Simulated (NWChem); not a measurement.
# BNH4S (SMILES NBS) at r2SCAN/def2-TZVP, part 2 of 2

NWChem 7.3.0.

## 3. The doublet cation, same level

input.xyz reads:

```xyz
7
BH4NS energy
N     -0.919200     0.393200    -0.612100
B      0.157000     0.144300     0.234100
S      1.088800    -1.407600     0.086000
H     -1.235600    -0.240300    -1.326500
H     -1.454400     1.241200    -0.555600
H      0.466100     0.952200     1.056600
H      1.958600    -1.151000     1.071800
```

input.nw reads:

```
start input
title "BH4NS energy"
memory stack 880 mb heap 220 mb global 1100 mb
charge 1

geometry noautosym nocenter noautoz
   load format xyz input.xyz
end

basis spherical bse
   N library def2-TZVP
   B library def2-TZVP
   S library def2-TZVP
   H library def2-TZVP
end

dft
   xc r2scan
   mult 2
   grid fine
   convergence energy 1e-08
   maxiter 100
   mulliken
   noprint "final vectors analysis"
end

task dft energy
```

Started as:

```bash
nwchem input.nw > input.out
```

Log:

```text
Northwest Computational Chemistry Package (NWChem) 7.3.0
             --------------------------------------------------------

           Job information
           ---------------

    nwchem branch   = 7.3.0
    use scalapack   = T
    input           = input.nw
    prefix          = input.
    data base       = ./input.db
    status          = startup
    nproc           =        1

           Memory information
           ------------------

    heap     =     28835838 doubles =      220.0 Mbytes
    stack    =    115343355 doubles =      880.0 Mbytes
    global   =    144179200 doubles =     1100.0 Mbytes (distinct from heap & stack)
    total    =    288358393 doubles =     2200.0 Mbytes
    verify   = yes
    hardfail = no

           Directory information
           ---------------------

  0 permanent = .
  0 scratch   = .

                                NWChem Input Module
                                -------------------

                                   BH4NS energy
                                   ------------

 Scaling coordinates for geometry "geometry" by  1.889725989
 (inverse scale =  0.529177249)

                             Geometry "geometry" -> ""
                             -------------------------

 Output coordinates in angstroms (scale by  1.889725989 to convert to a.u.)

  No.       Tag          Charge          X              Y              Z
 ---- ---------------- ---------- -------------- -------------- --------------
    1 N                    7.0000    -0.91920000     0.39320000    -0.61210000
    2 B                    5.0000     0.15700000     0.14430000     0.23410000
    3 S                   16.0000     1.08880000    -1.40760000     0.08600000
    4 H                    1.0000    -1.23560000    -0.24030000    -1.32650000
    5 H                    1.0000    -1.45440000     1.24120000    -0.55560000
    6 H                    1.0000     0.46610000     0.95220000     1.05660000
    7 H                    1.0000     1.95860000    -1.15100000     1.07180000

      Atomic Mass
      -----------

      N                 14.003070
      B                 11.009310
      S                 31.972070
      H                  1.007825

 Effective nuclear repulsion energy (a.u.)      89.5800147750

            Nuclear Dipole moment (a.u.)
            ----------------------------
        X                 Y               Z
 ---------------- ---------------- ----------------
    21.7433761972   -34.4791844972    -2.8192822024

            XYZ format geometry
            -------------------
     7
 geometry
 N                    -0.91920000     0.39320000    -0.61210000
 B                     0.15700000     0.14430000     0.23410000
 S                     1.08880000    -1.40760000     0.08600000
 H                    -1.23560000    -0.24030000    -1.32650000
 H                    -1.45440000     1.24120000    -0.55560000
 H                     0.46610000     0.95220000     1.05660000
 H                     1.95860000    -1.15100000     1.07180000

 ==============================================================================
                                internuclear distances
 ------------------------------------------------------------------------------
       center one      |      center two      | atomic units |  angstroms
 ------------------------------------------------------------------------------
    2 B                |   1 N                |     2.62951  |     1.39148
    3 S                |   2 B                |     3.43212  |     1.81620
    4 H                |   1 N                |     1.90084  |     1.00588
    5 H                |   1 N                |     1.89796  |     1.00436
    6 H                |   2 B                |     2.25563  |     1.19363
    7 H                |   3 S                |     2.53124  |     1.33948
 ------------------------------------------------------------------------------
                         number of included internuclear distances:          6
 ==============================================================================

 ==============================================================================
                                 internuclear angles
 ------------------------------------------------------------------------------
        center 1       |       center 2       |       center 3       |  degrees
 ------------------------------------------------------------------------------
    2 B                |   1 N                |   4 H                |   124.23
    2 B                |   1 N                |   5 H                |   121.93
    4 H                |   1 N                |   5 H                |   113.83
    1 N                |   2 B                |   3 S                |   120.00
    1 N                |   2 B                |   6 H                |   119.89
    3 S                |   2 B                |   6 H                |   120.11
    2 B                |   3 S                |   7 H                |    96.28
 ------------------------------------------------------------------------------
                            number of included internuclear angles:          7
 ==============================================================================

                      Basis "ao basis" -> "" (spherical)
                      -----
  [basis functions not shown]

 Summary of "ao basis" -> "" (spherical)
 ------------------------------------------------------------------------------
       Tag                 Description            Shells   Functions and Types
 ---------------- ------------------------------  ------  ---------------------
 N                         def2-TZVP                11       31   5s3p2d1f
 B                         def2-TZVP                11       31   5s3p2d1f
 S                         def2-TZVP                13       37   5s5p2d1f
 H                         def2-TZVP                 4        6   3s1p

                                 NWChem DFT Module
                                 -----------------

                                   BH4NS energy

 Summary of "ao basis" -> "ao basis" (spherical)
 ------------------------------------------------------------------------------
       Tag                 Description            Shells   Functions and Types
 ---------------- ------------------------------  ------  ---------------------
 N                         def2-TZVP                11       31   5s3p2d1f
 B                         def2-TZVP                11       31   5s3p2d1f
 S                         def2-TZVP                13       37   5s5p2d1f
 H                         def2-TZVP                 4        6   3s1p

  Caching 1-el integrals
  itol2e modified to match energy
  convergence criterion.
  tol_rho modified to match energy
  convergence criterion.

            General Information
            -------------------
          SCF calculation type: DFT
          Wavefunction type:  spin polarized.
          No. of atoms     :     7
          No. of electrons :    31
           Alpha electrons :    16
            Beta electrons :    15
          Charge           :     1
          Spin multiplicity:     2
          Use of symmetry is: off; symmetry adaption is: off
          Maximum number of iterations: 100
          AO basis - number of functions:   123
                     number of shells:    51
          Convergence on energy requested:  1.00D-08
          Convergence on density requested:  1.00D-05
          Convergence on gradient requested:  5.00D-04

              XC Information
              --------------
                      r^2SCAN Method XC Functional
               r^2SCAN metaGGA Exchange Functional  1.000
                     r^2SCAN Correlation Potential  1.000

             Grid Information
             ----------------
          Grid used for XC integration:  fine
          Radial quadrature: Mura-Knowles
          Angular quadrature: Lebedev.
          Tag              B.-S. Rad. Rad. Pts. Rad. Cut. Ang. Pts.
          ---              ---------- --------- --------- ---------
          N                   0.65       70          11.0       590
          B                   0.85       70          10.0       590
          S                   1.00      123          11.0       770
          H                   0.35       60          12.0       590
          Grid pruning is: on
          Number of quadrature shells:   503
          Spatial weights used:  Erf1

          Convergence Information
          -----------------------
          Convergence aids based upon iterative change in
          total energy or number of iterations.
          Levelshifting, if invoked, occurs when the
          HOMO/LUMO gap drops below (HL_TOL):  1.00D-02
          DIIS, if invoked, will attempt to extrapolate
          using up to (NFOCK): 10 stored Fock matrices.

                    Damping( 0%)  Levelshifting(0.5)       DIIS
                  --------------- ------------------- ---------------
          dE  on:    start            ASAP                start
          dE off:    2 iters        100 iters           100 iters

      Screening Tolerance Information
      -------------------------------
          Density screening/tol_rho:  1.00D-11
          AO Gaussian exp screening on grid/accAOfunc:  18
          CD Gaussian exp screening on grid/accCDfunc:  20
          XC Gaussian exp screening on grid/accXCfunc:  20
          Schwarz screening/accCoul:  1.00D-09

      Superposition of Atomic Density Guess
      -------------------------------------

 Sum of atomic energies:        -478.32500280

 Renormalizing density from      32.00 to     31

      Non-variational initial energy
      ------------------------------

 Total energy =    -469.942556
 1-e energy   =    -808.731177
 2-e energy   =     249.208606
 HOMO         =      -0.683357
 LUMO         =      -0.258857

   Time after variat. SCF:      0.4

     ---------------------------------------------
      Total Density - Mulliken Population Analysis
     ---------------------------------------------

    Atom       Charge   Shell Charges
 -----------   ------   -------------------------------------------------------
    1 N    7     7.41   0.82  1.15  0.63  0.76  0.13  1.67  1.72  0.51  0.00  0.01  0.00
    2 B    5     4.84   0.92  1.06  0.61  0.52  0.05  0.85  0.64  0.04  0.05  0.08  0.02
    3 S   16    16.12   2.01  0.51  1.46  1.26  0.63  4.30  1.60  1.08  2.45  0.75  0.02  0.04  0.01
    4 H    1     0.60   0.21  0.31  0.05  0.03
    5 H    1     0.58   0.21  0.30  0.04  0.03
    6 H    1     0.86   0.23  0.46  0.15  0.01
    7 H    1     0.60   0.17  0.34  0.07  0.02

     --------------------------------------------
      Spin Density - Mulliken Population Analysis
     --------------------------------------------

    Atom       Charge   Shell Charges
 -----------   ------   -------------------------------------------------------
    1 N    7     0.44   0.00 -0.00  0.00  0.00 -0.00  0.18  0.19  0.07  0.00  0.00  0.00
    2 B    5     0.03   0.00 -0.00  0.00  0.00  0.00  0.00  0.00 -0.00  0.01  0.01  0.00
    3 S   16     0.53   0.00  0.00 -0.00  0.00  0.00  0.02 -0.01  0.11  0.30  0.10  0.00  0.00  0.00
    4 H    1     0.00   0.00  0.00  0.00  0.00
    5 H    1     0.00   0.00  0.00 -0.00  0.00
    6 H    1     0.00   0.00  0.00  0.00  0.00
    7 H    1     0.00   0.00  0.00 -0.00  0.00
   Time prior to 1st pass:      0.4

 Grid_pts file          = ./input.gridpts.0
 Record size in doubles =  12289        No. of grid_pts per rec  =   3070
 Max. records in memory =    140        Max. recs in file   = *********

           Memory utilization after 1st SCF pass:
           Heap Space remaining (MW):        0.00                 500
          Stack Space remaining (MW):      115.34           115342100

   convergence    iter        energy       DeltaE   RMS-Dens  Diis-err    time
 ---------------- ----- ----------------- --------- --------- ---------  ------
 d= 0,ls=0.0,diis     1   -479.7696337787 -5.69D+02  4.30D-03  7.02D-01     3.9
                                                     4.69D-03  7.23D-01
 d= 0,ls=0.0,diis     2   -479.7839178958 -1.43D-02  3.02D-03  3.05D-01     7.3
                                                     3.72D-03  2.74D-01
 d= 0,ls=0.0,diis     3   -479.8435439517 -5.96D-02  1.13D-03  6.32D-02    10.9
                                                     2.92D-03  7.10D-02
 d= 0,ls=0.0,diis     4   -479.8579475150 -1.44D-02  4.93D-04  6.42D-02    14.6
                                                     1.21D-03  6.16D-02
 d= 0,ls=0.0,diis     5   -479.8930533956 -3.51D-02  1.99D-04  1.23D-03    18.3
                                                     1.53D-04  9.07D-04
  Resetting Diis
 d= 0,ls=0.0,diis     6   -479.8935402758 -4.87D-04  7.70D-05  4.32D-04    21.9
                                                     9.55D-05  4.31D-04
 d= 0,ls=0.0,diis     7   -479.8937866801 -2.46D-04  7.55D-05  4.70D-05    25.6
                                                     1.34D-04  3.69D-05
 d= 0,ls=0.0,diis     8   -479.8935694539  2.17D-04  4.46D-05  3.73D-04    29.2
                                                     1.34D-04  3.83D-04
 d= 0,ls=0.0,diis     9   -479.8938098281 -2.40D-04  9.97D-06  1.47D-05    32.8
                                                     1.43D-05  1.48D-05
 d= 0,ls=0.0,diis    10   -479.8938167864 -6.96D-06  1.24D-05  2.68D-06    36.5
                                                     7.84D-06  2.00D-06
 d= 0,ls=0.0,diis    11   -479.8938185758 -1.79D-06  1.35D-06  1.01D-07    40.1
                                                     2.14D-06  1.15D-07
 d= 0,ls=0.0,diis    12   -479.8938186481 -7.23D-08  3.97D-07  6.90D-09    43.7
                                                     4.11D-07  6.50D-09
 d= 0,ls=0.0,diis    13   -479.8938186520 -3.93D-09  1.66D-07  4.37D-10    47.3
                                                     1.76D-07  3.53D-10

         Total DFT energy =     -479.893818652024
      One electron energy =     -829.434792857334
           Coulomb energy =      297.792623985382
    Exchange-Corr. energy =      -37.831664555065
 Nuclear repulsion energy =       89.580014774994

 Numeric. integr. density =       30.999999755447

     Total iterative time =     46.9s

     ---------------------------------------------
      Total Density - Mulliken Population Analysis
     ---------------------------------------------

    Atom       Charge   Shell Charges
 -----------   ------   -------------------------------------------------------
    1 N    7     7.23   0.82  1.15  0.57  0.78  0.14  1.56  1.62  0.57  0.00  0.02  0.00
    2 B    5     4.97   0.92  1.06  0.50  0.51  0.01  1.01  0.76  0.04  0.05  0.09  0.02
    3 S   16    15.76   2.01  0.48  1.48  1.13  0.76  4.19  1.66  0.91  2.31  0.72  0.03  0.06  0.01
    4 H    1     0.71   0.26  0.38  0.03  0.04
    5 H    1     0.69   0.26  0.37  0.02  0.04
    6 H    1     0.90   0.26  0.49  0.15  0.01
    7 H    1     0.76   0.23  0.45  0.04  0.03

     --------------------------------------------
      Spin Density - Mulliken Population Analysis
     --------------------------------------------

    Atom       Charge   Shell Charges
 -----------   ------   -------------------------------------------------------
    1 N    7     0.46   0.00 -0.00  0.01  0.01  0.02  0.18  0.19  0.06 -0.00 -0.00 -0.00
    2 B    5    -0.16  -0.00  0.00 -0.01 -0.02 -0.00 -0.05 -0.08 -0.01  0.01  0.01  0.00
    3 S   16     0.75   0.00  0.00 -0.00  0.01  0.01  0.02 -0.02  0.13  0.45  0.14 -0.00  0.00 -0.00
    4 H    1    -0.02  -0.00 -0.01 -0.00  0.00
    5 H    1    -0.02  -0.00 -0.01 -0.00  0.00
    6 H    1     0.00   0.00  0.00  0.00 -0.00
    7 H    1    -0.02  -0.01 -0.02 -0.00  0.00

     -------------------------------------------
      Total Density - Lowdin Population Analysis
     -------------------------------------------

    Atom       Charge   Shell Charges
 -----------   ------   -------------------------------------------------------
    1 N    7     6.76   0.89  1.06  0.43  0.42  0.21  1.37  1.54  0.74  0.00  0.09  0.01
    2 B    5     5.76   0.95  1.00  0.35  0.31  0.15  0.89  1.02  0.34  0.09  0.52  0.13
    3 S   16    15.11   1.99  0.84  1.12  0.79  0.57  3.91  1.88  1.04  1.87  0.95  0.03  0.11  0.02
    4 H    1     0.79   0.25  0.33  0.10  0.11
    5 H    1     0.78   0.25  0.32  0.10  0.11
    6 H    1     0.92   0.25  0.43  0.21  0.03
    7 H    1     0.88   0.24  0.40  0.17  0.07

     ------------------------------------------
      Spin Density - Lowdin Population Analysis
     ------------------------------------------

    Atom       Charge   Shell Charges
 -----------   ------   -------------------------------------------------------
    1 N    7     0.35   0.00  0.00  0.01  0.00 -0.00  0.17  0.14  0.04 -0.00 -0.00 -0.00
    2 B    5    -0.00  -0.00 -0.00 -0.00 -0.00 -0.00 -0.05 -0.05 -0.01  0.01  0.09  0.02
    3 S   16     0.65   0.00  0.00  0.00  0.01  0.00  0.03 -0.00  0.14  0.34  0.14  0.00 -0.00 -0.00
    4 H    1     0.00  -0.00 -0.00 -0.00  0.01
    5 H    1     0.00  -0.00 -0.00 -0.00  0.01
    6 H    1     0.00   0.00  0.00  0.00 -0.00
    7 H    1    -0.01  -0.01 -0.01 -0.00  0.01

   alpha - beta orbital overlaps
   -----------------------------

   alpha      1      2      3      4      5      6      7      8      9     10
    beta      1      2      3      4      6      5      7      8      9     10
 overlap   1.000  1.000  1.000  1.000  1.000  1.000  1.000  1.000  0.998  0.997

   alpha     11     12     13     14     15     16     17     18     19     20
    beta     11     12     13     14     16     15     17     18     19     20
 overlap   0.998  0.998  0.997  0.981  0.989  0.998  0.991  0.995  0.924  0.934

   alpha     21     22     23     24     25     26     27     28     29     30
    beta     21     22     23     24     25     28     26     27     29     30
 overlap   0.948  0.933  0.996  0.992  0.989  0.985  0.923  0.910  0.986  0.990

   alpha     31     32     33     34     35     36     37     38     39     40
    beta     31     33     32     35     34     36     37     38     39     40
 overlap   0.999  0.998  0.997  0.997  0.991  0.993  0.954  0.957  0.997  0.991

   alpha     41     42     43     44     45     46     47     48     49     50
    beta     41     42     43     44     45     46     47     48     49     50
 overlap   0.992  0.996  0.998  0.999  0.990  0.991  0.976  0.966  0.983  0.992

   alpha     51     52     53     54     55     56     57     58     59     60
    beta     51     52     53     54     55     56     57     58     59     60
 overlap   0.992  0.999  0.996  0.997  1.000  0.999  0.997  0.997  0.997  0.980

   alpha     61     62     63     64     65     66     67     68     69     70
    beta     61     62     63     64     65     66     67     68     69     70
 overlap   0.968  0.940  0.985  0.954  0.969  0.985  0.997  0.998  0.992  0.998

   alpha     71     72     73     74     75     76     77     78     79     80
    beta     71     72     74     73     75     76     77     78     79     80
 overlap   0.971  0.987  0.962  0.991  0.978  0.998  0.979  0.982  0.999  0.994

   alpha     81     82     83     84     85     86     87     88     89     90
    beta     81     83     82     84     85     86     87     88     90     89
 overlap   0.993  0.986  0.996  0.990  0.998  0.996  0.999  0.999  0.997  0.998

   alpha     91     92     93     94     95     96     97     98     99    100
    beta     91     92     94     93     95     96     97     98     99    100
 overlap   0.998  0.997  0.886  0.880  0.983  0.999  0.998  0.997  0.999  0.998

   alpha    101    102    103    104    105    106    107    108    109    110
    beta    101    102    103    104    105    106    107    108    109    110
 overlap   0.999  0.999  0.999  0.999  1.000  1.000  0.999  0.999  0.998  0.999

   alpha    111    112    113    114    115    116    117    118    119    120
    beta    111    112    113    114    115    116    117    118    119    120
 overlap   0.994  1.000  0.999  0.844  0.842  1.000  1.000  1.000  1.000  1.000

   alpha    121    122    123
    beta    121    122    123
 overlap   1.000  1.000  1.000

     --------------------------
     Expectation value of S2:
     --------------------------
      <S2> =      0.7722 (Exact =     0.7500)

 center of mass
 --------------
 x =   0.72474440 y =  -1.14905507 z =  -0.09279487

 moments of inertia (a.u.)
 ------------------
         204.795722599917         153.298161896340         -62.509437774002
         153.298161896340         211.024533525674          33.187962744209
         -62.509437774002          33.187962744209         342.209755682179

     Multipole analysis of the density
     ---------------------------------

     L   x y z        total         alpha         beta         nuclear
     -   - - -        -----         -----         ----         -------
     0   0 0 0      1.000000    -16.000000    -15.000000     32.000000

     1   1 0 0      0.288151    -11.103212    -10.352013     21.743376
     1   0 1 0     -0.751179     17.634527     16.093478    -34.479184
     1   0 0 1     -0.240260      1.452675      1.126348     -2.819282

     2   2 0 0     -9.896294    -66.129820    -60.543356    116.776883
     2   1 1 0     -4.861401     53.610975     49.577543   -108.049919
     2   1 0 1      4.143649    -17.200672    -16.720548     38.064868
     2   0 2 0    -12.829801    -74.954660    -68.995937    131.120795
     2   0 1 1     -1.323361      7.224118      5.919254    -14.466733
     2   0 0 2    -14.707064    -21.387556    -19.561358     26.241849

 Task  times  cpu:       47.4s     wall:       47.4s
 Total times  cpu:       47.4s     wall:       47.4s
```

Run time: 48 s. Hardware: 1 thread of Intel Xeon 6975P-C (Granite Rapids), shared host; peak memory 0.13 GiB.

## 4. Results

What follows sums up all 2 parts.

At r2SCAN/def2-TZVP:

```
                                          quantity          value
                       singlet BNH4S: total energy  -480.23740 Eh
                      singlet BNH4S: dipole moment         1.68 D
                      doublet cation: total energy  -479.89382 Eh
                              doublet cation: ⟨S²⟩          0.772
vertical ionisation energy (to the doublet cation)       9.349 eV
```

Removing an electron at fixed nuclei costs 9.35 eV (216 kcal/mol). Mulliken charges (doublet cation) run from -0.23 on N1 to +0.31 on H5.
